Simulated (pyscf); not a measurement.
H₂P–GeH₃ + silane (SiH₄) → H₃Si–PH–GeH₃ + hydrogen (H₂) (four-centre exchange; singlet surface; H–P, H–Si broken, P–Si, H–H formed). PySCF, gas phase, ωB97X-D3(BJ)/def2-SVP geometries. Energies in eV from the separated reactants.

```csv
level,barrier,reaction energy
ωB97X-D3(BJ)/def2-TZVP,2.58,-0.21
PBE/def2-TZVP,(withheld),(withheld)
r²SCAN/def2-TZVP,2.31,-0.10
PBE0-D3(BJ)/def2-TZVP,2.30,-0.12
M06-2X/def2-TZVP,(withheld),-0.09
ωB97M-D3(BJ)/def2-TZVP,2.70,-0.01
```

Problem. Complete the blanks.

Solution. 
- PBE/def2-TZVP, barrier: 2.13
- PBE/def2-TZVP, reaction energy: -0.08
- M06-2X/def2-TZVP, barrier: 2.71

The functionals in the table span 0.58 eV in this barrier, from PBE to M06-2X. This is the saddle that the search found; another between the same sides may lie lower. Elements up to Kr have no core potential and no relativistic terms here.
